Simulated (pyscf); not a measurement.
Structures and frequencies: ωB97X-D3(BJ)/def2-SVP in PySCF.

H₂N–Si•(NH₂)–I (SMILES N[Si](N)I) + H₂ (SMILES [H][H]) → H₂N–SiH(NH₂)–I (SMILES N[SiH](N)I) + H• (SMILES [H])
Surface: doublet. Broken: H–H. Formed: H–Si. Give ΔE‡ and ΔE from ωB97M-D3(BJ)/def2-TZVP, relative to the separated reactants.

ΔE‡ = 16.3 kcal/mol, ΔE = +12.3 kcal/mol. Zero-point energy shifts the barrier by -1.1 kcal/mol. It is a hydrogen abstraction, with an imaginary mode of 817i cm⁻¹. One saddle was located; it need not be the lowest between these sides. The angle at the transferred H is 174°. Elements past Kr carry the def2 core potentials, without spin-orbit coupling.
